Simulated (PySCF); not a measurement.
Exercise with solution: oscillator strength and radiative lifetime

C2H5, SMILES [CH2]C (connectivity only; charge and spin as stated), charge +1, multiplicity 1.

Geometry: PBE0-D3(BJ)/def2-TZVP. The geometry has at least one imaginary mode, so it is a saddle point at that level. The spin state was assumed, not searched. The isomer is the one that the SMILES or the coordinates give; other isomers of the formula were not compared.

TDA-ωB97X/def2-TZVPD (PySCF 2.14.0) puts the first singlet state with f over 0.02 at 8.11 eV (vertical), with the transition dipole (0.240, 1.219, 0.000) in atomic units.

**Question.** Find the oscillator strength, the wavelength and the radiative lifetime that this transition would have in vacuum if emission retraced absorption.

**Answer.** 
|μ|² = 1.5436 au, so |μ| = 3.16 D. ΔE = 8.11/27.211 = 0.2980 hartree. f = (2/3) ΔE |μ|² = 0.307 (the program prints 0.307).
λ = 1239.84/8.11 = 153 nm; ν = 65412 cm⁻¹.
Einstein's coefficient A = 0.6670 ν² f s⁻¹ (ν in cm⁻¹) = 8.8e8 s⁻¹, so τ = 1/A = 1.1 ns. This state is S3; the lower singlets have f = 0.002, 0.001. The figure is the radiative limit of this one transition; relaxation, internal conversion, crossing to triplets and a medium change what is measured.
